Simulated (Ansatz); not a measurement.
## H₂S₃, SMILES SSS: the interaction energy of a dimer with the counterpoise correction, step by step

With the Python package of Ansatz (0.2.0).

Notebook, run cell by cell (the value of a cell's last expression is shown):

```python
import ansatz as az
```

```python
SETTINGS = {
    "basis_set": "def2-SVPD",
    "xc": "pbe",
}
```

```python
FIRST = [
    ("S", (-1.529, -0.7424, 0.0843)),
    ("S", (-0.4191, 0.8054, 0.8346)),
    ("S", (1.46, 0.0629, 0.7983)),
    ("H", (-1.3337, -0.453, -1.2403)),
    ("H", (1.8216, 0.3269, -0.4769)),
]
SECOND = [
    ("S", (-3.8122, 1.2668, -2.9889)),
    ("S", (-2.7338, -0.2843, -3.7773)),
    ("S", (-4.17, -1.4717, -4.5589)),
    ("H", (-3.921, 1.9916, -4.1462)),
    ("H", (-4.3588, -0.8947, -5.7664)),
]
```

```python
def energy(atoms, ghosts=()):
    molecule = az.Crystal.molecule()
    for symbol, xyz in atoms:
        molecule = molecule.atom(symbol, xyz)
    calc = (
        molecule.calculation()
        .basis(gaussian=SETTINGS["basis_set"])
        .functional(SETTINGS["xc"])
    )
    deck = calc.input()
    if ghosts:
        deck = deck.set(az.key.basis.gaussian.ghost_atoms, [{"symbol": s, "position_ang": list(xyz)} for s, xyz in ghosts])
    return az.Session.from_dict(deck).plan().execute().report["free_energy_ev"]
```

```python
# ghost atoms carry the functions of the partner
both = energy(FIRST + SECOND)
alone = energy(FIRST) + energy(SECOND)
ghosted = energy(FIRST, SECOND) + energy(SECOND, FIRST)
print(f"dimer {both:.6f} eV")
print(f"interaction, uncorrected   {(both - alone):8.3f} eV")
print(f"interaction, counterpoise  {(both - ghosted):8.3f} eV")
print(f"basis-set superposition    {(alone - ghosted):8.3f} eV")
```

    dimer -65030.088561 eV
    interaction, uncorrected     -0.068 eV
    interaction, counterpoise    -0.025 eV
    basis-set superposition       0.043 eV

Uncorrected it is -0.068 eV, with the counterpoise correction -0.025 eV; the difference, 0.04 eV, is the superposition error.

Total energies depend on the basis set; only differences at equal settings carry meaning. The dimer is a generated trial pose of unrelaxed monomers, not a minimum, so the figure is no binding energy, and the basis set is small. This level lacks the dispersion part of the attraction (electrostatics and induction are there), which can decide the sign where the interaction is weak. Timing: 21 s on 1 thread of Arm Neoverse V2, with other jobs on the host, peak memory 0.39 GiB.

(Lines on the test bed's own set-up are left out of the output.)
